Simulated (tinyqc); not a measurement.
Inside a calculation (part 1 of 2). Method: UKS/LDA (PW92) in the sto-6g basis, for CH2, spin multiplicity 3. Computed by tinyqc, a small Python program that keeps every step (integrals from PySCF). Settings: charge = 0, multiplicity = 3, basis = sto-6g, energy threshold = 1e-09, iteration cap = 62, orthogonalisation = canonical, start = atomic densities, DIIS depth = 0, method = UKS, functional = lda,pw, grid = [10, 86]. Command: `OMP_NUM_THREADS=1 python tinyqc.py 26764 26765 out.jsonl` (the two numbers bound the seeds that draw the settings). One thread of a shared host (Intel(R) Xeon(R) Processor @ 2.60GHz), about 2 s of CPU time with the checks. Later iterations appear only in the table of the cycle.

## One-electron integrals

Geometry (angstrom):
```
atom        x         y        z
C     0.00000   0.00000  0.00000
H     0.00000   1.01400  0.69900
H     0.00000  -1.06800  0.73600
```

Basis sto-6g: exponents (1/bohr^2) and contraction coefficients of normalised primitives:
```
element  l (shell)   exponent  coefficient
C            s (1)  742.73705      0.00916
C            s (1)  136.18002      0.04936
C            s (1)   38.09826      0.16854
C            s (1)   13.08778      0.37056
C            s (1)    5.08237      0.41649
C            s (1)    2.09320      0.13033
C            s (2)   30.49724     -0.01325
C            s (2)    6.03620     -0.04699
C            s (2)    1.87605     -0.03379
C            s (2)    0.72178      0.25024
C            s (2)    0.31347      0.59512
C            s (2)    0.14369      0.24071
C            p (3)   30.49724      0.00376
C            p (3)    6.03620      0.03768
C            p (3)    1.87605      0.17390
C            p (3)    0.72178      0.41804
C            p (3)    0.31347      0.42586
C            p (3)    0.14369      0.10171
H            s (1)   35.52322      0.00916
H            s (1)    6.51314      0.04936
H            s (1)    1.82214      0.16854
H            s (1)    0.62596      0.37056
H            s (1)    0.24308      0.41649
H            s (1)    0.10011      0.13033
```

Overlap, kinetic and nuclear-attraction integrals over the contracted functions; the nuclear repulsion is the sum of Za Zb / Rab.

nuclear repulsion = 5.2800865 hartree

overlap S:
```
          1C 1s    1C 2s   1C 2px    1C 2py   1C 2pz    2H 1s     3H 1s
1C 1s   1.00000  0.24323  0.00000   0.00000  0.00000  0.04673   0.04023
1C 2s   0.24323  1.00000  0.00000   0.00000  0.00000  0.41327   0.37967
1C 2px  0.00000  0.00000  1.00000   0.00000  0.00000  0.00000   0.00000
1C 2py  0.00000  0.00000  0.00000   1.00000  0.00000  0.34221  -0.32144
1C 2pz  0.00000  0.00000  0.00000   0.00000  1.00000  0.23591   0.22152
2H 1s   0.04673  0.41327  0.00000   0.34221  0.23591  1.00000   0.10500
3H 1s   0.04023  0.37967  0.00000  -0.32144  0.22152  0.10500   1.00000
```

kinetic energy T (hartree):
```
           1C 1s     1C 2s   1C 2px    1C 2py   1C 2pz     2H 1s     3H 1s
1C 1s   16.06864  -0.49279  0.00000   0.00000  0.00000  -0.00941  -0.00937
1C 2s   -0.49279   0.49241  0.00000   0.00000  0.00000   0.06565   0.05040
1C 2px   0.00000   0.00000  1.47923   0.00000  0.00000   0.00000   0.00000
1C 2py   0.00000   0.00000  0.00000   1.47923  0.00000   0.15271  -0.12823
1C 2pz   0.00000   0.00000  0.00000   0.00000  1.47923   0.10527   0.08837
2H 1s   -0.00941   0.06565  0.00000   0.15271  0.10527   0.76852  -0.01206
3H 1s   -0.00937   0.05040  0.00000  -0.12823  0.08837  -0.01206   0.76852
```

nuclear attraction V (hartree):
```
            1C 1s     1C 2s    1C 2px    1C 2py    1C 2pz     2H 1s     3H 1s
1C 1s   -34.84562  -3.82217   0.00000  -0.00113  -0.01511  -0.82656  -0.71010
1C 2s    -3.82217  -5.98704   0.00000  -0.00970  -0.15621  -2.04310  -1.83795
1C 2px    0.00000   0.00000  -5.92410   0.00000   0.00000   0.00000   0.00000
1C 2py   -0.00113  -0.00970   0.00000  -6.05163  -0.00508  -1.56439   1.43229
1C 2pz   -0.01511  -0.15621   0.00000  -0.00508  -5.98469  -1.11115  -1.01826
2H 1s    -0.82656  -2.04310   0.00000  -1.56439  -1.11115  -4.04043  -0.45270
3H 1s    -0.71010  -1.83795   0.00000   1.43229  -1.01826  -0.45270  -3.91886
```

core Hamiltonian H = T + V (hartree):
```
            1C 1s     1C 2s    1C 2px    1C 2py    1C 2pz     2H 1s     3H 1s
1C 1s   -18.77698  -4.31495   0.00000  -0.00113  -0.01511  -0.83597  -0.71947
1C 2s    -4.31495  -5.49464   0.00000  -0.00970  -0.15621  -1.97745  -1.78754
1C 2px    0.00000   0.00000  -4.44487   0.00000   0.00000   0.00000   0.00000
1C 2py   -0.00113  -0.00970   0.00000  -4.57240  -0.00508  -1.41168   1.30406
1C 2pz   -0.01511  -0.15621   0.00000  -0.00508  -4.50545  -1.00588  -0.92989
2H 1s    -0.83597  -1.97745   0.00000  -1.41168  -1.00588  -3.27191  -0.46476
3H 1s    -0.71947  -1.78754   0.00000   1.30406  -0.92989  -0.46476  -3.15034
```

## Two-electron integrals

Functions are numbered as in S; the eight-fold symmetry (ij|kl) = (ji|kl) = (kl|ij) leaves the list below.

Two-electron integrals (ij|kl) in chemists' order, unique and non-zero (hartree):
```
(11|11) 3.54374     (21|11) 0.52946     (21|21) 0.10032     (22|11) 0.85360
(22|21) 0.19993     (22|22) 0.62484     (31|31) 0.02127     (32|31) 0.03187
(32|32) 0.13811     (33|11) 0.85360     (33|21) 0.19993     (33|22) 0.62484
(33|33) 0.67322     (41|41) 0.02127     (42|41) 0.03187     (42|42) 0.13811
(43|43) 0.03628     (44|11) 0.85360     (44|21) 0.19993     (44|22) 0.62484
(44|33) 0.60066     (44|44) 0.67322     (51|51) 0.02127     (52|51) 0.03187
(52|52) 0.13811     (53|53) 0.03628     (54|54) 0.03628     (55|11) 0.85360
(55|21) 0.19993     (55|22) 0.62484     (55|33) 0.60066     (55|44) 0.60066
(55|55) 0.67322     (61|11) 0.10707     (61|21) 0.01954     (61|22) 0.03832
(61|33) 0.03818     (61|41) 0.00106     (61|42) 0.00205     (61|44) 0.03847
(61|51) 0.00073     (61|52) 0.00141     (61|54) 0.00020     (61|55) 0.03832
(61|61) 0.00391     (62|11) 0.26533     (62|21) 0.06312     (62|22) 0.21834
(62|33) 0.21307     (62|41) 0.00529     (62|42) 0.03582     (62|44) 0.22377
(62|51) 0.00365     (62|52) 0.02469     (62|54) 0.00738     (62|55) 0.21816
(62|61) 0.01270     (62|62) 0.10248     (63|31) 0.00664     (63|32) 0.03431
(63|43) 0.00692     (63|53) 0.00477     (63|63) 0.01219     (64|11) 0.19133
(64|21) 0.04614     (64|22) 0.16891     (64|33) 0.16055     (64|41) 0.00994
(64|42) 0.05966     (64|44) 0.18202     (64|51) 0.00228     (64|52) 0.01748
(64|54) 0.01003     (64|55) 0.16417     (64|61) 0.00971     (64|62) 0.09402
(64|64) 0.09685     (65|11) 0.13189     (65|21) 0.03180     (65|22) 0.11644
(65|33) 0.11067     (65|41) 0.00228     (65|42) 0.01748     (65|44) 0.11593
(65|51) 0.00821     (65|52) 0.04636     (65|54) 0.01055     (65|55) 0.12272
(65|61) 0.00670     (65|62) 0.06482     (65|64) 0.05835     (65|65) 0.05242
(66|11) 0.42408     (66|21) 0.10284     (66|22) 0.40436     (66|33) 0.38338
(66|41) 0.01046     (66|42) 0.09565     (66|44) 0.42604     (66|51) 0.00721
(66|52) 0.06594     (66|54) 0.02940     (66|55) 0.40365     (66|61) 0.02102
(66|62) 0.24470     (66|64) 0.24757     (66|65) 0.17066     (66|66) 0.77500
(71|11) 0.09203     (71|21) 0.01680     (71|22) 0.03298     (71|33) 0.03286
(71|41) -0.00091    (71|42) -0.00177    (71|44) 0.03311     (71|51) 0.00063
(71|52) 0.00122     (71|54) -0.00017    (71|55) 0.03298     (71|61) 0.00326
(71|62) 0.01025     (71|64) 0.00713     (71|65) 0.00541     (71|66) 0.01663
(71|71) 0.00289     (72|11) 0.23816     (72|21) 0.05671     (72|22) 0.19741
(72|33) 0.19257     (72|41) -0.00475    (72|42) -0.03275    (72|44) 0.20241
(72|51) 0.00327     (72|52) 0.02257     (72|54) -0.00678    (72|55) 0.19724
(72|61) 0.01070     (72|62) 0.06613     (72|64) 0.04379     (72|65) 0.04087
(72|66) 0.12306     (72|71) 0.00982     (72|72) 0.08546     (73|31) 0.00583
(73|32) 0.03050     (73|43) -0.00626    (73|53) 0.00431     (73|63) 0.00722
(73|73) 0.00989     (74|11) -0.17531    (74|21) -0.04230    (74|22) -0.15576
(74|33) -0.14811    (74|41) 0.00883     (74|42) 0.05399     (74|44) -0.16769
(74|51) -0.00207    (74|52) -0.01619    (74|54) 0.00918     (74|55) -0.15147
(74|61) -0.00761    (74|62) -0.04504    (74|64) -0.02367    (74|65) -0.02729
(74|66) -0.07872    (74|71) -0.00765    (74|72) -0.07988    (74|74) 0.08313
(75|11) 0.12081     (75|21) 0.02915     (75|22) 0.10734     (75|33) 0.10207
(75|41) -0.00207    (75|42) -0.01619    (75|44) 0.10694     (75|51) 0.00725
(75|52) 0.04166     (75|54) -0.00962    (75|55) 0.11301     (75|61) 0.00575
(75|62) 0.04142     (75|64) 0.02697     (75|65) 0.03227     (75|66) 0.08150
(75|71) 0.00527     (75|72) 0.05505     (75|74) -0.05048    (75|75) 0.04467
(76|11) 0.05667     (76|21) 0.01356     (76|22) 0.04933     (76|33) 0.04791
(76|41) -1.90e-05   (76|42) -0.00019    (76|44) 0.04925     (76|51) 0.00126
(76|52) 0.00940     (76|54) -0.00006    (76|55) 0.05084     (76|61) 0.00267
(76|62) 0.02106     (76|64) 0.01674     (76|65) 0.01463     (76|66) 0.04776
(76|71) 0.00230     (76|72) 0.01945     (76|74) -0.01591    (76|75) 0.01371
(76|76) 0.00551     (77|11) 0.40392     (77|21) 0.09801     (77|22) 0.38847
(77|33) 0.36873     (77|41) -0.00962    (77|42) -0.09046    (77|44) 0.40888
(77|51) 0.00663     (77|52) 0.06234     (77|54) -0.02767    (77|55) 0.38780
(77|61) 0.01843     (77|62) 0.13104     (77|64) 0.08177     (77|65) 0.08546
(77|66) 0.25347     (77|71) 0.01721     (77|72) 0.22049     (77|74) -0.22679
(77|75) 0.15629     (77|76) 0.04776     (77|77) 0.77500
```

## Orthogonalisation

S = U s U^T; canonical form X = U s^(-1/2), so that X^T S X = 1. Each column of U has its largest component positive (the first on a tie).

eigenvalues of S: 0.37653  0.47919  0.87069  1.00000  1.10291  1.41853  1.75215

X:
```
               1         2         3        4         5         6        7
1C 1s   -0.30806   0.07348   0.75889  0.00000  -0.59979  -0.01490  0.18985
1C 2s    1.05422  -0.18380  -0.34013  0.00000  -0.30534  -0.02679  0.45376
1C 2px   0.00000   0.00000   0.00000  1.00000   0.00000   0.00000  0.00000
1C 2py   0.20853   0.94505  -0.00429  0.00000   0.00508   0.62489  0.03100
1C 2pz   0.53743  -0.09338   0.62749  0.00000   0.64178  -0.01517  0.22619
2H 1s   -0.90022  -0.61593  -0.17119  0.00000   0.14077   0.36861  0.39470
3H 1s   -0.55393   0.87549  -0.18398  0.00000   0.14825  -0.42121  0.34767
```

## Starting guess

The start is atomic minimal-basis densities projected into this basis (PySCF's MINAO start) and scaled to the electron count of each spin; this density is not idempotent, so its energy is not variational and may lie below the converged one.

D(alpha) at the start:
```
           1C 1s     1C 2s   1C 2px    1C 2py    1C 2pz     2H 1s     3H 1s
1C 1s    1.33583  -0.31336  0.00000   0.00045   0.00669  -0.01259  -0.01203
1C 2s   -0.31336   1.29458  0.00000  -0.00177  -0.02709   0.05375   0.05243
1C 2px   0.00000   0.00000  0.41148   0.00000   0.00000   0.00000   0.00000
1C 2py   0.00045  -0.00177  0.00000   0.37609  -0.00085   0.03151  -0.03271
1C 2pz   0.00669  -0.02709  0.00000  -0.00085   0.39466   0.01693   0.01751
2H 1s   -0.01259   0.05375  0.00000   0.03151   0.01693   0.59666   0.02148
3H 1s   -0.01203   0.05243  0.00000  -0.03271   0.01751   0.02148   0.59819
```

D(beta) at the start:
```
           1C 1s     1C 2s   1C 2px    1C 2py    1C 2pz     2H 1s     3H 1s
1C 1s    0.80150  -0.18801  0.00000   0.00027   0.00402  -0.00755  -0.00722
1C 2s   -0.18801   0.77675  0.00000  -0.00106  -0.01625   0.03225   0.03146
1C 2px   0.00000   0.00000  0.24689   0.00000   0.00000   0.00000   0.00000
1C 2py   0.00027  -0.00106  0.00000   0.22565  -0.00051   0.01891  -0.01962
1C 2pz   0.00402  -0.01625  0.00000  -0.00051   0.23680   0.01016   0.01051
2H 1s   -0.00755   0.03225  0.00000   0.01891   0.01016   0.35800   0.01289
3H 1s   -0.00722   0.03146  0.00000  -0.01962   0.01051   0.01289   0.35891
```

## Iteration 1: exchange-correlation on the grid

Becke grid with 10 radial and 86 angular points per atom, points of zero weight dropped. rho = sum D_ij phi_i phi_j; V_xc,ij = sum w v_xc phi_i phi_j; v_xc is d(rho eps)/d rho(s) for spin s.

The 16 grid points with the largest w rho, of 2576 (bohr, atomic units):
```
x                y         z        w  rho(alpha)  rho(beta)    eps_xc  v_xc(alpha)
0.54463    0.00000   1.34954  0.23688     0.06194    0.03716  -0.39860     -0.54319
-0.54463   0.00000   1.34954  0.23688     0.06194    0.03716  -0.39860     -0.54319
-1.01049  -0.27514   1.01049  0.24099     0.06051    0.03631  -0.39575     -0.53923
1.01049   -0.27514   1.01049  0.24099     0.06051    0.03631  -0.39575     -0.53923
-1.01049   0.27514   1.01049  0.23839     0.06096    0.03658  -0.39665     -0.54049
1.01049    0.27514   1.01049  0.23839     0.06096    0.03658  -0.39665     -0.54049
-0.84021   0.84021  -0.84021  0.24828     0.05844    0.03507  -0.39154     -0.53338
0.84021    0.84021  -0.84021  0.24828     0.05844    0.03507  -0.39154     -0.53338
-0.84021  -0.84021  -0.84021  0.24842     0.05832    0.03499  -0.39128     -0.53303
0.84021   -0.84021  -0.84021  0.24842     0.05832    0.03499  -0.39128     -0.53303
-1.01049   0.27514  -1.01049  0.24736     0.05849    0.03509  -0.39163     -0.53351
1.01049    0.27514  -1.01049  0.24736     0.05849    0.03509  -0.39163     -0.53351
-1.01049  -0.27514  -1.01049  0.24737     0.05846    0.03508  -0.39158     -0.53344
1.01049   -0.27514  -1.01049  0.24737     0.05846    0.03508  -0.39158     -0.53344
1.34954    0.00000   0.54463  0.24519     0.05891    0.03535  -0.39250     -0.53472
-1.34954   0.00000   0.54463  0.24519     0.05891    0.03535  -0.39250     -0.53472
```

electrons on the grid, sum of w rho = 8.00369

E_xc = sum of w rho eps_xc = -5.7776892 hartree

V_xc(alpha) (hartree):
```
           1C 1s     1C 2s    1C 2px    1C 2py    1C 2pz     2H 1s     3H 1s
1C 1s   -2.32319  -0.30318   0.00000  -0.00003  -0.00011  -0.06355  -0.05462
1C 2s   -0.30318  -0.58151   0.00000  -0.00127  -0.01578  -0.21380  -0.19253
1C 2px   0.00000   0.00000  -0.56916   0.00000   0.00000   0.00000   0.00000
1C 2py  -0.00003  -0.00127   0.00000  -0.59226  -0.00078  -0.17396   0.15919
1C 2pz  -0.00011  -0.01578   0.00000  -0.00078  -0.57996  -0.12259  -0.11235
2H 1s   -0.06355  -0.21380   0.00000  -0.17396  -0.12259  -0.47873  -0.04697
3H 1s   -0.05462  -0.19253   0.00000   0.15919  -0.11235  -0.04697  -0.46999
```

V_xc(beta) (hartree):
```
           1C 1s     1C 2s    1C 2px    1C 2py    1C 2pz     2H 1s     3H 1s
1C 1s   -2.00134  -0.26414   0.00000  -0.00003  -0.00010  -0.05525  -0.04749
1C 2s   -0.26414  -0.51713   0.00000  -0.00109  -0.01373  -0.19083  -0.17194
1C 2px   0.00000   0.00000  -0.50636   0.00000   0.00000   0.00000   0.00000
1C 2py  -0.00003  -0.00109   0.00000  -0.52643  -0.00067  -0.15541   0.14233
1C 2pz  -0.00010  -0.01373   0.00000  -0.00067  -0.51574  -0.10947  -0.10039
2H 1s   -0.05525  -0.19083   0.00000  -0.15541  -0.10947  -0.42826  -0.04210
3H 1s   -0.04749  -0.17194   0.00000   0.14233  -0.10039  -0.04210  -0.42067
```

## Iteration 1: building the Kohn-Sham matrix

J_ij = sum D_kl (ij|kl) with D = D(alpha) + D(beta); F = H + J + V_xc; E = tr D H + tr D J / 2 + E_xc + E_nn.

Coulomb J (hartree):
```
           1C 1s    1C 2s   1C 2px    1C 2py   1C 2pz    2H 1s     3H 1s
1C 1s   11.35059  2.04763  0.00000   0.00082  0.01343  0.40504   0.34825
1C 2s    2.04763  4.97487  0.00000   0.00504  0.12820  1.77478   1.60532
1C 2px   0.00000  0.00000  4.93392   0.00000  0.00000  0.00000   0.00000
1C 2py   0.00082  0.00504  0.00000   5.01729  0.00170  1.38515  -1.27717
1C 2pz   0.01343  0.12820  0.00000   0.00170  4.97339  0.98398   0.90740
2H 1s    0.40504  1.77478  0.00000   1.38515  0.98398  3.49235   0.40550
3H 1s    0.34825  1.60532  0.00000  -1.27717  0.90740  0.40550   3.38919
```

F(alpha) (hartree):
```
           1C 1s     1C 2s    1C 2px    1C 2py    1C 2pz     2H 1s     3H 1s
1C 1s   -9.74958  -2.57051   0.00000  -0.00035  -0.00180  -0.49448  -0.42584
1C 2s   -2.57051  -1.10128   0.00000  -0.00592  -0.04378  -0.41648  -0.37475
1C 2px   0.00000   0.00000  -0.08012   0.00000   0.00000   0.00000   0.00000
1C 2py  -0.00035  -0.00592   0.00000  -0.14737  -0.00415  -0.20049   0.18608
1C 2pz  -0.00180  -0.04378   0.00000  -0.00415  -0.11202  -0.14450  -0.13485
2H 1s   -0.49448  -0.41648   0.00000  -0.20049  -0.14450  -0.25829  -0.10623
3H 1s   -0.42584  -0.37475   0.00000   0.18608  -0.13485  -0.10623  -0.23114
```

F(beta) (hartree):
```
           1C 1s     1C 2s    1C 2px    1C 2py    1C 2pz     2H 1s     3H 1s
1C 1s   -9.42773  -2.53146   0.00000  -0.00034  -0.00178  -0.48618  -0.41871
1C 2s   -2.53146  -1.03690   0.00000  -0.00575  -0.04173  -0.39350  -0.35416
1C 2px   0.00000   0.00000  -0.01732   0.00000   0.00000   0.00000   0.00000
1C 2py  -0.00034  -0.00575   0.00000  -0.08154  -0.00404  -0.18194   0.16922
1C 2pz  -0.00178  -0.04173   0.00000  -0.00404  -0.04780  -0.13137  -0.12289
2H 1s   -0.48618  -0.39350   0.00000  -0.18194  -0.13137  -0.20782  -0.10136
3H 1s   -0.41871  -0.35416   0.00000   0.16922  -0.12289  -0.10136  -0.18182
```

total energy of this density = -38.6106719 hartree

This density is the starting one; it is not idempotent, so its energy is not variational and may lie below the converged one.
